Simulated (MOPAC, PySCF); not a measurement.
Stepwise substitution at one centre (B F-OH). All species are isolated molecules in the gas phase. One relaxed conformer stands for each flexible species; it need not be the lowest. Strings in code marks are SMILES.

Quantity: redistribution energy (mixed species minus the weighted end members), in kcal/mol. Semi-empirical values (MOPAC) are differences of heats of formation.

Level 1: B3LYP/3-21G // r2SCAN-D4/def2-TZVP (PySCF)
Level 2: M06-2X/6-31G* // r2SCAN-D4/def2-TZVP (PySCF)
Level 3: HF/6-31G* // r2SCAN-D4/def2-TZVP (PySCF)
Level 4: PM7 // r2SCAN-D4/def2-TZVP (MOPAC)

| species | level 1 | level 2 | level 3 | level 4 |
|---|---|---|---|---|
| 2 of 3 F replaced by OH: `OB(O)F` (H–O–B–F torsion 0°, F–B–O–H torsion 0°) | -3.99 | -3.23 | -3.43 | -2.32 |
| 1 of 3 F replaced by OH: `OB(F)F` (H–O–B–F torsion 180°) | -3.49 | -2.47 | -2.66 | -3.42 |
